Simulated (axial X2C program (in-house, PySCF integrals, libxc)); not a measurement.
## Potential curves of MgO⁻, 2c

Computed with an axial X2C code built on PySCF integrals. Two-component (2c) means X2C with spin–orbit coupling and atomic mean-field two-electron Coulomb and Gaunt terms. Basis: Mg dyall-av3z [10s9p6d4f], O dyall-av3z [7s6p3d2f] (cores contracted in-house); Gaussian nuclei, density fitting, unrestricted open shells. Masses: Mg 23.985 u, O 15.995 u.

State: Ω = 1/2 (⟨Sz⟩ = 0.50, ⟨Lz⟩ = 0.00 at r2SCAN0). Energies in eV from the fragments at the same level (Mg + O-). Fits are polynomials in 1 − R0/R over 0.85 to 1.23 times the lowest point R0.

```
 R (Å)  r2SCAN0     PBE0
1.6298  -2.3752  -2.3594
1.6835  -2.5534  -2.5437
1.7373  -2.6386  -2.6348
1.7910  -2.6553  -2.6562
1.8537  -2.6145  -2.6182
1.9164  -2.5315  -2.5351
1.9970  -2.3903  -2.3898
```

The state is one determinant whose occupation by symmetry is held fixed; it was picked as the lowest of a PBE0 search that is not exhaustive. Dissociation energies refer to the lowest single-determinant-based atoms at the same level and basis. Density functionals use the spin component along the axis (collinear). A 2c atom that is not at its ground J level misses part of its spin–orbit lowering, and De is too large by that part (0.04 eV or less for light atoms). This holds for r2SCAN0, PBE0. The functionals have no current-density term, which raises determinants with orbital currents, atoms included.

(1) What are Re, ωe and De at the r2SCAN0 level?

(2) Fit the PBE0 curve near its minimum: give the equilibrium distance, the harmonic wavenumber and the well depth.

## Answers

(1) At r2SCAN0, 2c: Re = 1.780 Å, ωe ≈ 714 cm⁻¹, De = 2.66 eV to Mg + O-; Be follows as 0.555 cm⁻¹.

(2) At PBE0, 2c: Re = 1.784 Å, ωe ≈ 718 cm⁻¹, De = 2.66 eV to Mg + O-; Be follows as 0.552 cm⁻¹.
